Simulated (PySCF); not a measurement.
## Field gradients at the hydrogen positions

Compound: C4H5NS.
Geometry (PBE0-D3(BJ)/def2-SVP, Å), atoms numbered from 1 in this order:
```
atom  x, y, z in Å
N1     2.1337    0.0393   -0.1710
C2     0.7623    0.1173   -0.0217
C3    -0.1988   -0.7851   -0.4157
C4    -1.5219   -0.3202   -0.1589
C5    -1.5601    0.9139    0.4229
S6     0.0358    1.5404    0.6597
H7     2.4777   -0.9051   -0.2986
H8     2.6761    0.5401    0.5229
H9     0.0391   -1.7463   -0.8732
H10   -2.4196   -0.8933   -0.3963
H11   -2.4231    1.5001    0.7322
```

Level: PBE0/pcSseg-1 (PySCF, non-relativistic); Q(2H) = 0.00286 b; rigid geometry, the same for H and D, with no vibrational averaging.

Question: Rank these positions by the coupling χzz of a deuteron there, largest first.
A. H10 (aromatic hydrogen)
B. H11 (aromatic hydrogen)
C. H8 (N–H hydrogen)

Answer: C (266 kHz), B (214 kHz), A (209 kHz).

Q: Give the electric field gradient Vzz (the principal value of largest size), its asymmetry and the 2H coupling at each hydrogen.

A: 
```json
{"atom": "H7", "bonded to": "N1", "bond length (Å)": "1.013", "Vzz (au)": "0.3974", "η": "0.19", "χzz (kHz)": "267"}
{"atom": "H8", "bonded to": "N1", "bond length (Å)": "1.013", "Vzz (au)": "0.3964", "η": "0.20", "χzz (kHz)": "266"}
{"atom": "H9", "bonded to": "C3", "bond length (Å)": "1.091", "Vzz (au)": "0.3141", "η": "0.11", "χzz (kHz)": "211"}
{"atom": "H10", "bonded to": "C4", "bond length (Å)": "1.091", "Vzz (au)": "0.3105", "η": "0.07", "χzz (kHz)": "209"}
{"atom": "H11", "bonded to": "C5", "bond length (Å)": "1.088", "Vzz (au)": "0.3178", "η": "0.12", "χzz (kHz)": "214"}
```

Q: Average by the element that carries the hydrogen.

A: on N: 267 kHz over 2 positions, mean bond length 1.013 Å; on C: 211 kHz over 3 positions, mean bond length 1.090 Å.

Q: Give the 2H NMR doublet splittings at H9 for a magnetic field along the z, y and x axes of the gradient: 3χ/2, 3χ(1 + η)/4, 3χ(1 − η)/4.

A: With |χ| = 211.1 kHz and η = 0.109: 317, 176 and 141 kHz, to first order and without motion.

Isolated species at its PBE0-D3(BJ)/def2-SVP geometry, gas phase. The basis is small and wasn't made for field gradients, so the couplings can be 20 % off.
